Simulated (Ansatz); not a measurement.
System: C$_{2}$H$_{5}$S, net charge -1, singlet state. It need not be the lowest isomer of its formula. Whether it binds its extra electron was not tested at this geometry. 
Coordinates optimised at B3LYP-D3(BJ)/def2-TZVP (Ansatz, a program for electronic structure):
```xyz
8

C      1.4892     0.7008     0.0093
C     -0.0393     0.7833     0.0007
S     -0.8517    -0.8521    -0.0058
H     -0.3557     1.3668     0.8770
H     -0.3458     1.3688    -0.8779
H      1.9650     1.6963     0.0131
H      1.8267     0.1479     0.8900
H      1.8367     0.1498    -0.8689
```
Charge -1, spin multiplicity 1.

Basis-set convergence of Hartree-Fock and CCSD(T) correlation energies (hartree) with Ansatz. Cores are frozen in the correlated levels unless marked. No spin-orbit coupling. Non-relativistic. This anion needs diffuse functions, which these sets lack.

```
basis        functions       E(HF)  E(corr, CCSD(T))
-----------  ---------  ----------  ----------------
cc-pV(D+d)Z         76  -476.17350          -0.48640
cc-pV(T+d)Z        169           …                 …
```

**Question.** What belongs in the gaps?

**Answer.** 
- cc-pV(T+d)Z, E(HF): -476.21875
- cc-pV(T+d)Z, E(corr, CCSD(T)): -0.60663
